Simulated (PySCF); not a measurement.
Method: PBE0-D3(BJ)/def2-TZVP in PySCF 2.14.0. All species are isolated molecules in the gas phase. 

Reference species (SMILES): `C=C(C)C` (neutral, multiplicity 1).

```
Item     Value
----  --------
HOMO  -7.04 eV
```

Changed species: `C1CCC1`.

**Question.** What does the change do to the HOMO?

**Answer.** the HOMO drops by 1.53 eV, to -8.57 eV.
